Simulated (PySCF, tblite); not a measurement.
# C₄H₇O+: geometry, infrared bands, NMR shifts, spin-spin couplings, electronic excitations and core binding energies

Wanted: the infrared bands, NMR shifts, spin-spin couplings, electronic excitations and core binding energies of C₄H₇O+ (`CCCC#[O+]`), by calculation.

The runs use tblite 0.8.0 and PySCF 2.14.0, with density-fitted response routines of our own; the level of theory stands in each step. All values are computed, except where a source is named. Atoms are numbered from 0 throughout.

## 1. The starting structure

12 atoms, charge 1, multiplicity 1; geometry from: GFN2-xTB.

Bonds of the start (Å): C0–C1 1.52, C1–C2 1.58, C2–C3 1.37, C3–O4 1.12, C0–H5 1.09, C0–H6 1.09, C0–H7 1.09, C1–H8 1.09, C1–H9 1.09, C2–H10 1.10, C2–H11 1.10.

## 2. Infrared spectrum with GFN2-xTB

What the job is given:

```
{"job": {"kind": "ir", "xc": "GFN2-xTB", "basis": "xTB"}, "charge": 1, "multiplicity": 1}
C     -1.528049    -0.367125     0.003154
C     -0.043407    -0.603290     0.208385
C      0.727141     0.738544    -0.095703
C      2.080932     0.573597     0.077122
O      3.165551     0.354035     0.239865
H     -2.057335    -1.293812     0.212215
H     -1.910156     0.394871     0.676940
H     -1.750469    -0.079222    -1.020680
H      0.311388    -1.383819    -0.463760
H      0.152576    -0.907413     1.236031
H      0.346425     1.524929     0.572340
H      0.506601     1.048018    -1.127807
```

**Question.** This job is followed by: PBE0-D3(BJ)/def2-SVP geometry optimisation, gas phase; GIAO PBE0/pcSseg-1 NMR shielding, non-relativistic, gas phase; B3LYP/pcJ-1 indirect spin-spin coupling, non-relativistic, gas phase; TDDFT PBE0/def2-SVPD, vertical, gas phase, core orbitals frozen in the response; GIAO wB97X-D/pcSseg-2 NMR shielding, non-relativistic, gas phase; delta-SCF UKS SCAN, pcX-2 on the ionised atom, pcseg-1 elsewhere, spin-free X2C. Predict these results of the whole session: strongest single infrared mode (GFN2-xTB); zero-point energy (GFN2-xTB); point group; rotational constants (main isotopes); ¹³C shifts against TMS (PBE0/pcSseg-1); ¹H shifts against TMS (PBE0/pcSseg-1, means over atoms taken as alike); ¹⁷O shifts against H2O (PBE0/pcSseg-1); largest coupling of the table (B3LYP/pcJ-1); lowest singlet (PBE0/def2-SVPD); brightest single state of those computed; lowest triplet; vertical ionisation energy (ΔSCF); vertical electron affinity (ΔSCF); C1s binding energies, SCAN/pcX-2 (standing for 3 of 4 atoms); O1s binding energies, SCAN/pcX-2; range of the shift of O4.

As calculated:

| quantity | value |
| --- | --- |
| strongest single infrared mode (GFN2-xTB) | 2318 cm⁻¹, 1230 km/mol |
| zero-point energy (GFN2-xTB) | 62.3 kcal/mol |
| point group | Cs |
| rotational constants (main isotopes) | 23.22, 2.22, 2.11 GHz |
| ¹³C shifts against TMS (PBE0/pcSseg-1) | 162.7, 26.7, 18.7, 14.4 ppm |
| ¹H shifts against TMS (PBE0/pcSseg-1, means over atoms taken as alike) | 3.61, 2.53, 1.84 ppm |
| ¹⁷O shifts against H2O (PBE0/pcSseg-1) | 361.2 ppm |
| largest coupling of the table (B3LYP/pcJ-1) | ¹J(C,H) C2–H10, 154.1 Hz |
| lowest singlet (PBE0/def2-SVPD) | 5.71 eV (217 nm), f = 0.000 |
| brightest single state of those computed | state 10, 8.67 eV, f = 0.125 |
| lowest triplet | 5.62 eV |
| vertical ionisation energy (ΔSCF) | 17.12 eV |
| vertical electron affinity (ΔSCF) | 5.36 eV |
| C1s binding energies, SCAN/pcX-2 (standing for 3 of 4 atoms) | C2 299.02, C1 296.83, C0 295.44 eV |
| O1s binding energies, SCAN/pcX-2 | O4 548.22 eV |
| range of the shift of O4 | 355.3 to 361.2 ppm |

What this shows: No mode is imaginary among the 30: a minimum at this level. The strongest single mode, at 2318 cm⁻¹, moves mainly C3 and O4. Unscaled tight-binding wavenumbers are off by several per cent, some by more. Its intensities can rank the bands wrongly. The optimisation took 3 steps and gained 0.080 eV; among the close pairs (by a distance rule), C2–C3 changed most, from 1.375 to 1.420 Å. At PBE0/pcSseg-1: The widest tensor belongs to O4: span 557 ppm, with a paramagnetic part of -422 ppm. In the run at B3LYP/pcJ-1, the largest coupling of the table is C2–H10 (mean over like pairs), 154.1 Hz, of which the Fermi-contact term gives 152.7 Hz. Couplings across rotatable bonds belong to this one conformer; where others are populated, the observed values are averages, and the simulated multiplets take (2 J gauche + J anti)/3 across rotating chain bonds. The first singlet state (HOMO→LUMO 0.99) lies at 5.71 eV and is dark; of the 10 states computed, the strongest absorption comes from state 10 at 8.67 eV (the last computed, so partners may be missing). The lowest triplet lies 0.09 eV below the lowest singlet (triplets in Tamm-Dancoff, singlets in full TDDFT). The orbital energy would give 14.69 eV for ionisation, ΔSCF gives 17.12 eV. The C1s levels kept as sound span 3.58 eV, from C0 (methyl carbon) up to C2 (sp3 CH2). Only 3 of the 4 C atoms are covered by sound results. In ppm, O4 moves most: its shift spreads over 5.9 ppm, from 355.3 (wB97X-D/pcSseg-2) to 361.2 (PBE0/pcSseg-1).
